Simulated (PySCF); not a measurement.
## Working with the constants of SO

UHF-CCSD(T) constants of SO, ³Σ⁻ (triplet), unpaired electrons π ↑↑ (basis S 6-31G(d,p), O 6-31G(d,p); no relativity; PySCF 2.14; masses 31.9721 and 15.9949 u):

* ωe: 1100.6 cm⁻¹
* ωexe: 5.79 cm⁻¹
* Be: 0.68155 cm⁻¹
* αe: 0.00525 cm⁻¹
* De to S + O: 4.46 eV

(1) What force constant and bond length do these constants imply?

(2) Estimate the centrifugal constant D from the Kratzer relation and find the Dunham coefficient a1.

Measured values (Huber and Herzberg, Constants of Diatomic Molecules (1979)): ωe = 1149.22 cm⁻¹, ωexe = 5.63 cm⁻¹, Be = 0.7208171 cm⁻¹, αe = 0.0057367 cm⁻¹.

Correlated steps freeze 6 core orbitals. Correlated levels converge slowly with the basis: in double zeta they bind strong bonds too weakly, by up to about 1 eV, and carry superposition errors of some tenths. The state is the lowest determinant that a PBE0 search found; another state may lie lower at other levels.

Answers

(1) Reduced mass μred = 10.661 u; k = 5.8918×10⁻⁷·μred·ωe² (u, cm⁻¹, mdyn/Å) = 7.61 mdyn/Å; Re = √(16.8576/(μred·Be)) (u, cm⁻¹, Å) = 1.523 Å.

(2) D = 4Be³/ωe² = 1.05e-06 cm⁻¹; a1 = −1 − αeωe/(6Be²) = -3.07.
